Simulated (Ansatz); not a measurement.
Consider the isomerisation: `C1C[C@@H]2C[C@@H]2C1` → `C1=CCCCC1`.

Gas-phase electronic energies from Ansatz, PBE0-D4/def2-TZVP geometries. CCSD(T)/CBS adds triple-zeta CCSD(T) − MP2 to the extrapolated MP2 energy (def2 sets, frozen cores). Functionals use def2-TZVPP.

`C1C[C@@H]2C[C@@H]2C1`:

Cartesian coordinates in Å:
```
C 0.285 1.235 0.537
C -0.109 1.009 -0.929
C -0.287 -0.487 -1.052
C 0.774 -1.359 -0.449
C -0.467 -1.047 0.333
C -0.400 0.103 1.312
H -0.001 2.224 0.900
H 1.369 1.163 0.649
H 0.631 1.417 -1.624
H -1.063 1.500 -1.146
H -0.855 -0.878 -1.887
H 1.715 -0.913 -0.147
H 0.866 -2.363 -0.844
H -1.168 -1.852 0.520
H -1.419 0.393 1.590
H 0.129 -0.146 2.237
```

`C1=CCCCC1`:

Cartesian coordinates in Å:
```
C 1.490 -0.224 0.333
C 1.025 -0.916 -0.702
C -0.397 -0.851 -1.165
C -1.301 -0.186 -0.136
C -0.651 1.070 0.422
C 0.657 0.734 1.127
H 2.529 -0.343 0.629
H 1.698 -1.572 -1.248
H -0.755 -1.862 -1.389
H -0.444 -0.307 -2.119
H -2.274 0.045 -0.580
H -1.487 -0.888 0.685
H -1.328 1.586 1.108
H -0.447 1.763 -0.402
H 0.453 0.304 2.117
H 1.231 1.647 1.319
```

| level | ΔE (kJ/mol) |
| --- | --- |
| PBE0-D4 | -28.3 |
| ωB97X-V | -27.6 |
| B2PLYP | -44.9 |
| PBE0 | -27.7 |
| HF/def2-TZVPP | -54.9 |
| MP2/def2-TZVPP | -27.7 |
| SCS-MP2/def2-QZVPP | -36.7 |
| HF/CBS(def2) | -55.0 |

Question: What does CCSD(T)/CBS give? (Best estimate.)

Answer: Computed: -41.3 kJ/mol. The listed levels differ from it by 13.0, 13.7, -3.6, 13.6, -13.6, 13.6, 4.6, -13.7 kJ/mol.

Question: What do rigid-rotor, harmonic-oscillator terms from PBE0-D4/def2-TZVP frequencies (298.15 K, 1 bar) make of the CCSD(T)/CBS value? (Estimate.)

Answer: Computed: ΔZPE = -1.1 kJ/mol, ΔH = -41.4 kJ/mol, ΔS = 2 J/(mol·K), ΔG = -42.0 kJ/mol.

Largest T1 diagnostic among the species: 0.010.

At CCSD(T), def2-SVP lies +3.3 kJ/mol from the extrapolated value and def2-TZVPP +1.4 kJ/mol. In def2-TZVPP, CCSD(T) changes the Hartree–Fock value by +15.1 kJ/mol (the triples alone add +0.1 kJ/mol) and MP2 by +27.2 kJ/mol.
